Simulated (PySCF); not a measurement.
Geometry (Å), atoms numbered from 1 in this order:
```xyz
19

C    -2.406   -0.916    0.444
C    -1.525    0.038   -0.351
O    -2.025    1.353   -0.284
C    -0.054   -0.024    0.029
C     0.567   -1.217    0.418
C     1.924   -1.245    0.738
C     2.684   -0.079    0.678
C     2.077    1.115    0.290
C     0.722    1.139   -0.033
H    -2.317   -0.722    1.525
H    -3.455   -0.771    0.146
H    -2.147   -1.970    0.268
H    -1.604   -0.230   -1.420
H    -1.953    1.642    0.633
H    -0.009   -2.143    0.472
H     2.389   -2.187    1.039
H     3.746   -0.100    0.932
H     2.664    2.035    0.236
H     0.244    2.070   -0.345
```

[PySCF: σ from GIAO-PBE0/pcSseg-1; PBE0-D3(BJ)/def2-SVP geometry; one computed conformer; in vacuum; fast rotation and ring inversion assumed for equivalent nuclei; relativity neglected]

Shifts are taken against calculated references (same method and geometry level): 13C, 1H vs TMS; H2O for 17O.

```tsv
atoms	nucleus	count	δ (ppm)
C2	13C	1	?
H10/H11/H12	1H	3	1.50
C5/C9	13C	2	130.0
H16/H18	1H	2	7.48
C1	13C	1	?
O3	17O	1	69.9
H13	1H	1	4.70
H14	1H	1	?
C4	13C	1	152.3
C7	13C	1	?
H15/H19	1H	2	7.66
C6/C8	13C	2	133.9
H17	1H	1	7.37
```

Complete the table.

Results:


- C7: 132.4 ppm, aromatic CH; the aromatic region
- C2: 69.2 ppm, sp3 CH bonded to O, on an aromatic ring; deshielded by the electronegative neighbour
- C1: 24.6 ppm, methyl carbon; saturated and bonded to C and H only
- H14: -0.17 ppm, hydrogen on an alcohol oxygen; labile proton, position sensitive to the medium

OH and NH positions are those of a molecule without intermolecular hydrogen bonds; in solution they move with solvent, concentration and temperature, and exchange usually removes their couplings. Shifts are as computed. Against solution values, carbons near 30 ppm lie about +2 ppm off and those near 130 ppm about +5 ppm. Of 1211 compounds with measured shifts, 218 miss one by over three times the rms of a fit or turn the order of signals round; such compounds aren't used in these exercises. Experimental scales use liquid or dissolved standards, which lie at an offset from isolated H2O (liquid H2O: subtract about 36 ppm).
